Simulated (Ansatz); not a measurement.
Lattice constant a of some fcc solids

Method: r²SCAN+rVV10 (plane waves, PAW; Ansatz, a first-principles code). References are measured values corrected to a static lattice. The table is a random draw of 6 from 12 solids with such references.

Values in Å.

```csv
solid,reference,r²SCAN+rVV10,error (%)
fcc Pb,4.902¶,4.957,+1.12
fcc Cu,3.595¶,3.561,-0.95
fcc Ni,3.508,3.467,-1.17
fcc Au,4.062,4.100,+0.94
fcc Ir,3.831,3.834,+0.08
fcc Ca,5.553¶,5.547,-0.11
```

Over these 6 solids the mean error is -0.01 %, the mean absolute error 0.73 % (median 0.94 %), and the worst case fcc Ni at -1.17 %; the value is above the reference in 3 of 6 cases. Over all 12, from unrounded values, the mean error is +0.05 % and the mean absolute error 0.57 % (median 0.46 %).

All these references are brought to a static lattice.

Spin–orbit coupling is left out, also for the solids with elements from indium on (fcc Pb, fcc Au, fcc Ir); its size isn't shown.

¶ marks references of a special kind: fcc Pb, 4.902 Å (measured, low-temperature or extrapolated to 0 K; zero-point anharmonic expansion removed, our sources range from 4.902 to 4.912; as tabulated in Csonka et al. (2009), arXiv:0903.4037); fcc Cu, 3.595 Å (measured, low-temperature or extrapolated to 0 K; zero-point anharmonic expansion removed; as tabulated in Csonka et al. (2009), arXiv:0903.4037); fcc Ca, 5.553 Å (measured, low-temperature or extrapolated to 0 K; zero-point anharmonic expansion removed; as tabulated in Csonka et al. (2009), arXiv:0903.4037).

Differences are worked out from the printed values.

Ansatz's density-functional and Hartree–Fock values are scalar-relativistic unless marked +SOC, with PAW data made under PBE.

Ansatz's runs of these crystals have no spin polarisation, but for fcc Ni. Meta-GGAs and exact exchange favour moments, which can bear on fcc Ni.

Density-functional runs with spin start from parallel moments for fcc Ni.

Of the class's solids with a reference value and a result at some level, none was set aside. At least 1 more with a reference value is held back for tests. Solids without a released value at any level aren't counted. Layered and molecular crystals are counted apart. The metals Ce to Yb are counted apart.

References as tabulated in Csonka et al. (2009), arXiv:0903.4037; Mejia-Rodriguez and Trickey (2018), arXiv:1807.09216.
